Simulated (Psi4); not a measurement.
CH5N, charge +3, doublet, at a GFN2-xTB geometry of the parent state (a state made from the parent by changing its charge; the spin is typed, not shown lowest); CAM-B3LYP/def2-SVP run with Psi4.

Input for Psi4:
```
memory 2 GB

molecule mol {
3 2
  C    -0.669783    0.083071    0.004650
  N     0.687714   -0.106460   -0.016566
  H    -1.221438   -0.723763   -0.479165
  H    -0.952323    1.070245   -0.427585
  H    -1.043572    0.252357    1.040407
  H     1.105585   -0.925381   -0.446852
  H     1.316449    0.573334    0.401260
}

set basis def2-svp
set reference uks

energy('cam-b3lyp')
print_variables()
```

What the program printed (banner, timings and long lists left out):

```
   => Loading Basis Set <=

    Name: DEF2-SVP
    Role: ORBITAL
    Keyword: BASIS

         ---------------------------------------------------------
                                   SCF
               by Justin Turney, Rob Parrish, Andy Simmonett
                          and Daniel G. A. Smith
                              UKS Reference
         ---------------------------------------------------------

  ==> Geometry <==

    Molecular point group: c1
    Full point group: C1

    Geometry (in Angstrom), charge = 3, multiplicity = 2:

       Center              X                  Y                   Z               Mass
    ------------   -----------------  -----------------  -----------------  -----------------
         C           -0.695270620621     0.090969670511     0.007466192630    12.000000000000
         N            0.662226379379    -0.098561329489    -0.013749807370    14.003074004430
         H           -1.246925620621    -0.715864329489    -0.476348807370     1.007825032230
         H           -0.977810620621     1.078143670511    -0.424768807370     1.007825032230
         H           -1.069059620621     0.260255670511     1.043223192630     1.007825032230
         H            1.080097379379    -0.917482329489    -0.444035807370     1.007825032230
         H            1.290961379379     0.581232670511     0.404076192630     1.007825032230

  Running in c1 symmetry.

  Rotational constants: A =      3.59390  B =      0.83163  C =      0.76256 [cm^-1]
  Rotational constants: A = 107742.30453  B =  24931.77898  C =  22860.92629 [MHz]
  Nuclear repulsion =   42.962238443659373

  Charge       = 3
  Multiplicity = 2
  Electrons    = 15
  Nalpha       = 8
  Nbeta        = 7

  ==> Algorithm <==

  SCF Algorithm Type is DF.
  DIIS enabled.
  MOM disabled.
  Fractional occupation disabled.
  Guess Type is SAD.
  Energy threshold   = 1.00e-06
  Density threshold  = 1.00e-06
  Integral threshold = 1.00e-12

  ==> Primary Basis <==

  Basis Set: DEF2-SVP
    Blend: DEF2-SVP
    Number of shells: 27
    Number of basis functions: 53
    Number of Cartesian functions: 55
    Spherical Harmonics?: true
    Max angular momentum: 2

  ==> DFT Potential <==

   => LibXC <=

    Version 7.1.2
    S. Lehtola, C. Steigemann, M. J. T. Oliveira, and M. A. L. Marques,  SoftwareX 7, 1–5 (2018) (10.1016/j.softx.2017.11.002)

   => Composite Functional: CAM-B3LYP <=

    CAM-B3LYP Hyb-GGA Exchange-Correlation Functional

    T. Yanai, D. P. Tew, and N. C. Handy,  Chem. Phys. Lett. 393, 51 (2004) (10.1016/j.cplett.2004.06.011)

    Deriv               =              1
    GGA                 =           TRUE
    Meta                =          FALSE

    Exchange Hybrid     =           TRUE
    MP2 Hybrid          =          FALSE

   => Exchange Functionals <=

    0.3500         Becke 88 [omega = 0.3300]
    0.4600   Short-range recipe for B88 functional - erf [omega = 0.3300]

   => Exact (HF) Exchange <=

    0.4600            HF,LR [omega = 0.3300]
    0.1900               HF

   => Correlation Functionals <=

    0.1900   Vosko, Wilk & Nusair (VWN5)
    0.8100   Lee, Yang & Parr

   => LibXC Density Thresholds  <==

    XC_HYB_GGA_XC_CAM_B3LYP:  1.00E-14

   => Molecular Quadrature <=

    Radial Scheme          =       TREUTLER
    Pruning Scheme         =           NONE
    Nuclear Scheme         =       TREUTLER

    Blocking Scheme        =         OCTREE
    BS radius alpha        =              1
    Pruning alpha          =              1
    Radial Points          =             75
    Spherical Points       =            302
    Total Points           =         151853
    Total Blocks           =           1197
    Max Points             =            256
    Max Functions          =             53
    Weights Tolerance      =       1.00E-15

   => Loading Basis Set <=

    Name: (DEF2-SVP AUX)
    Role: JKFIT
    Keyword: DF_BASIS_SCF

  ==> Integral Setup <==

[...]
    Irrep   Nso     Nmo
   -------------------------
     A         53      53
   -------------------------
    Total      53      53
   -------------------------

  ==> Iterations <==

                           Total Energy        Delta E     RMS |[F,P]|

   @DF-UKS iter SAD:   -95.34017084027057   -9.53402e+01   0.00000e+00
   @DF-UKS iter   1:   -93.51777362110889    1.82240e+00   6.48573e-03 ADIIS/DIIS
   @DF-UKS iter   2:   -93.50073090850844    1.70427e-02   8.80543e-03 ADIIS/DIIS
   @DF-UKS iter   3:   -93.59324826239168   -9.25174e-02   2.12577e-03 ADIIS/DIIS
   @DF-UKS iter   4:   -93.60048090762385   -7.23265e-03   6.05948e-04 ADIIS/DIIS
   @DF-UKS iter   5:   -93.60156104877035   -1.08014e-03   1.81800e-04 ADIIS/DIIS
   @DF-UKS iter   6:   -93.60199813492702   -4.37086e-04   8.13617e-05 DIIS
   @DF-UKS iter   7:   -93.60209932356042   -1.01189e-04   6.18082e-05 DIIS
   @DF-UKS iter   8:   -93.60218107781517   -8.17543e-05   4.82096e-05 DIIS
   @DF-UKS iter   9:   -93.60229372816715   -1.12650e-04   2.47135e-05 DIIS
   @DF-UKS iter  10:   -93.60230352360043   -9.79543e-06   5.98158e-06 DIIS
   @DF-UKS iter  11:   -93.60230365220421   -1.28604e-07   2.18674e-06 DIIS
   @DF-UKS iter  12:   -93.60230366900720   -1.68030e-08   4.54568e-07 DIIS
  Energy and wave function converged.

  ==> Post-Iterations <==

   Electrons on quadrature grid:
      Nalpha   =    7.9999994161 ; deviation = -5.839e-07
      Nbeta    =    7.0000009966 ; deviation = 9.966e-07
      Ntotal   =   15.0000004127 ; deviation = 4.127e-07

   @Spin Contamination Metric:   4.072434603E-02
   @S^2 Expected:                7.500000000E-01
   @S^2 Observed:                7.907243460E-01
   @S   Expected:                5.000000000E-01
   @S   Observed:                5.000000000E-01

    Orbital Energies [Eh]
    ---------------------

    Alpha Occupied:

[...]
    Alpha Virtual:

[...]
    Beta Occupied:

[...]
       7A     -1.432681

    Beta Virtual:

[...]
      53A      2.523412

    Final Occupation by Irrep:
              A
    DOCC [     7 ]
    SOCC [     1 ]
    NA   [     8 ]
    NB   [     7 ]

  @DF-UKS Final Energy:   -93.60230366900720

   => Energetics <=

    Nuclear Repulsion Energy =             42.9622384436593734
    One-Electron Energy =                -195.0634860897805822
    Two-Electron Energy =                  67.9583623126771528
    DFT Exchange-Correlation Energy =      -9.4594183355631500
    Empirical Dispersion Energy =           0.0000000000000000
    VV10 Nonlocal Energy =                  0.0000000000000000
    Total Energy =                        -93.6023036690071990

  UHF NO Occupations:
  HONO-2 :    6  A 1.9990016
  HONO-1 :    7  A 1.9808413
  HONO-0 :    8  A 1.0000000
  LUNO+0 :    9  A 0.0191587
  LUNO+1 :   10  A 0.0009984
  LUNO+2 :   11  A 0.0001838
  LUNO+3 :   12  A 0.0001291

Computation Completed

Properties will be evaluated at   0.000000,   0.000000,   0.000000 [a0]

Properties computed using the SCF density matrix

 Multipole Moments:

 ------------------------------------------------------------------------------------
     Multipole            Electronic (a.u.)      Nuclear  (a.u.)        Total (a.u.)
 ------------------------------------------------------------------------------------

 L = 1.  Multiply by 2.5417464519 to convert [e a0] to [Debye]
 Dipole X            :          0.2277983           -0.8669613           -0.6391630
 Dipole Y            :         -0.1298312            0.2686701            0.1388389
 Dipole Z            :         -0.0581748            0.0957987            0.0376238
 Magnitude           :                                                    0.6551497

 ------------------------------------------------------------------------------------

  Variable Map:
  ----------------------------------------------------------------------------
[...]
  Array Variable Map:
  ----------------------------------------------------------------------------
[...]
[...]
```
